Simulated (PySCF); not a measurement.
Compound: nitrogen dioxide, NO2 (doublet state).
SMILES with atom numbers: `[O:1][N:2]=[O:3]`

Cartesian coordinates in Å at the PBE0-D3(BJ)/def2-SVP level; atoms count from 1:
```xyz
3
NO2 angstrom
O      1.1035   -0.1285   -0.0076
N      0.0011    0.2997   -0.0186
O     -1.0816   -0.1762    0.0011
```

The calculation used PySCF 2.14.0, PBE0-D3(BJ)/def2-SVP geometry optimisation, gas phase.

Take the most abundant isotopes and a rigid rotor. 

Q: Give the principal moments of inertia and the rotational constants in MHz.

A: Ia = 1.99, Ib = 38.20, Ic = 40.20 u·Å²; 505379 MHz·u·Å²/I gives A = 253515, B = 13228, C = 12572 MHz.

Q: What kind of rotor is it?

A: A near-prolate asymmetric top: κ = (2 × 13228 − 253515 − 12572)/(253515 − 12572) = -0.99.

The dipole components are |μa| = 0.00 D, |μb| = 0.34 D, |μc| = 0.00 D. The nuclei that the symmetry axis exchanges have no spin, so part of the rotational levels is missing.

For this open shell read J as N, the rotation without spin; fine and hyperfine splittings come on top. Stationary, but not proved a minimum. ⟨S²⟩ = 0.753 (exact for a doublet: 0.75). Constants of a rigid frame at the computed geometry: no zero-point averaging, no centrifugal distortion. Quadrupole hyperfine structure (14N) is left out.

Hardware: an x86-64 server with one thread, no GPU, shared host. Cost: 3.2 s of wall time. This is the geometry optimisation.
